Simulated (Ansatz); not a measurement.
Basis-set extrapolation for C$_{5}$H$_{7}$N, SMILES `Cc1cc[nH]c1` (PBE0-D4/def2-TZVP geometry, frozen core, the Gaussian-basis code of Ansatz). Multiplicity 1, RHF reference.

```
                      def2-TZVPP   def2-QZVPP
                 HF  -247.942724  -247.953897
    MP2 correlation    -1.020043    -1.085658
CCSD(T) correlation    -1.097709      not run
```

Energies in hartree. Use E(X) = E(∞) + A·exp(−7.88·√X) for Hartree–Fock and E(X) = E(∞) + B·X^(−2.97) for correlation, with X = 3 and 4, and add CCSD(T) minus MP2 of the smaller set to the MP2 limit.

Question: What is the CCSD(T) energy at the basis-set limit?

Answer: HF limit: -247.953897 + (-0.011173) × 0.13774 = -247.95544. MP2 limit: -1.085658 + (-0.065615) × 0.74074 = -1.13426. Higher-order term: -1.097709 − (-1.020043) = -0.07767. Total: -249.16737 hartree, 333.3 kJ/mol below CCSD(T)/def2-TZVPP.
